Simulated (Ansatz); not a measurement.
Input file:

```yaml
crystal:
  periodic: [false, false, false]
  atoms:
    - {symbol: Zn, position_ang: [0.000000, 0.000000, 0.000000]}
    - {symbol: C, position_ang: [0.000000, 0.000000, 1.888400]}
basis:
  gaussian: {orbitals: def2-SVP}
total_charge: 1
magnetization: {spin_polarized: false, initial_magnetization: 5}
correlation: {method: ccsdt_q, electrons: outside_noble_gas}
```

```sh
$ ansatz run in.yaml --threads 1 --pin off --events-out ev --progress --plain --max-ram 2393MiB
```

Output:

```
699 factors; integrals over basis functions are off by at most 1.8e-7 eV
mean field evaluation 1: about -49373.5732 eV, gradient 5.1e1 eV
mean field evaluation 2: about -49373.6985 eV, gradient 5.1e1 eV
mean field evaluation 4: about -49381.0771 eV, gradient 1.5e1 eV
mean field evaluation 8: about -49382.4282 eV, gradient 8.1e-1 eV
mean field evaluation 16: about -49382.4352 eV, gradient 9.2e-7 eV
mean field evaluation 32: about -49382.2648 eV, gradient 7.5e-1 eV
mean field evaluation 64: about -49377.6469 eV, gradient 1.1e-2 eV
mean field -49382.43518327 eV, -1814.7710203684 hartree, gradient 2.4e-6 eV, S^2 8.750000; 1 other end points of the search recorded, 0 dependent functions left out
10 core orbitals not correlated: weight in the atoms' cores, before any rotation towards them, 1.000 or more for the frozen orbitals, at most 0.000 for the correlated occupied ones
reference -49382.43518327 eV, -1814.7710203684 hartree; 10, 5 occupied and 25, 30 virtual orbitals, 699 factors
second order -7.83526723 eV of doubles, -0.02570992 eV of singles
cycle   1  -7.23239309 eV  change    6.3e-1 eV  update   8.2e-2
cycle   2  -7.59078262 eV  change   -3.6e-1 eV  update   4.9e-2
cycle   3  -7.71707743 eV  change   -1.3e-1 eV  update   2.0e-2
cycle   4  -7.71554691 eV  change    1.5e-3 eV  update   1.3e-2
cycle   5  -7.70245674 eV  change    1.3e-2 eV  update   1.1e-2
cycle   6  -7.72424728 eV  change   -2.2e-2 eV  update   4.5e-3
cycle   7  -7.73568667 eV  change   -1.1e-2 eV  update   2.3e-3
cycle   8  -7.73180017 eV  change    3.9e-3 eV  update   1.1e-3
cycle   9  -7.73063878 eV  change    1.2e-3 eV  update   4.6e-4
cycle  10  -7.73155636 eV  change   -9.2e-4 eV  update   2.6e-4
cycle  11  -7.73136737 eV  change    1.9e-4 eV  update   1.2e-4
cycle  12  -7.73133910 eV  change    2.8e-5 eV  update   7.4e-5
cycle  13  -7.73134541 eV  change   -6.3e-6 eV  update   3.6e-5
cycle  14  -7.73135801 eV  change   -1.3e-5 eV  update   1.7e-5
cycle  15  -7.73135499 eV  change    3.0e-6 eV  update   9.3e-6
cycle  16  -7.73135370 eV  change    1.3e-6 eV  update   4.4e-6
cycle  17  -7.73135673 eV  change   -3.0e-6 eV  update   2.8e-6
cycle  18  -7.73135457 eV  change    2.2e-6 eV  update   1.6e-6
cycle  19  -7.73135360 eV  change    9.7e-7 eV  update   9.0e-7
perturbative correction 0.03829323 eV, 0.0014072503 hartree
Total energy: -49390.12824364 eV, -1815.0537351226 hartree
```

Ran on 1 thread of AMD EPYC, shared host: 66 s wall, 0.43 GiB peak host memory.
